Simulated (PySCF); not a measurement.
## Potential energy of MgCl along the bond

Set-up: basis Mg x2c-TZVPPall, Cl x2c-TZVPPall; spin-free X2C with a Gaussian nucleus; PySCF 2.14. Energies in eV from Mg + Cl in their ground configurations at the same level. State: ²Σ⁺ (doublet), unpaired electrons σ ↑.

All columns are PBE0. A positive dipole means Mg(−)Cl(+).

```
R (Å)  E (eV)  μ (D)  Mulliken charge on Mg (basis-dependent)  HOMO (eV)  LUMO (eV)  Mayer bond order  ⟨S²⟩
1.903  -2.524  -1.93                                     0.46      -5.36      -2.37              0.97  0.75
1.992  -2.976  -2.31                                     0.45      -5.48      -2.49              0.97  0.75
2.080  -3.222  -2.72                                     0.45      -5.60      -2.62              0.96  0.75
2.147  -3.308  -3.03                                     0.45      -5.70      -2.73              0.95  0.75
2.213  -3.331  -3.35                                     0.46      -5.79      -2.83              0.93  0.75
2.279  -3.307  -3.68                                     0.48      -5.88      -2.94              0.91  0.75
2.368  -3.220  -4.12                                     0.49      -6.00      -3.08              0.88  0.75
2.479  -3.053  -4.68                                     0.51      -6.14      -3.27              0.85  0.75
2.611  -2.803  -5.33                                     0.53      -6.30      -3.49              0.82  0.75
2.788  -2.435  -6.15                                     0.54      -6.49      -3.76              0.78  0.75
```

A fit through these points gives, at Re = 2.209 Å, μ = -3.33 D and dμ/dR = -4.89 D/Å; the reduced mass is 14.23 u.

Question: How strong is the fundamental in the double-harmonic approximation, I = 42.26·(dμ/dR)²/μred km/mol?

Answer: I = 42.26·(-4.89)²/14.23 = 71.0 km/mol at PBE0.

The state was picked by a PBE0 search and need not be the measured ground state.
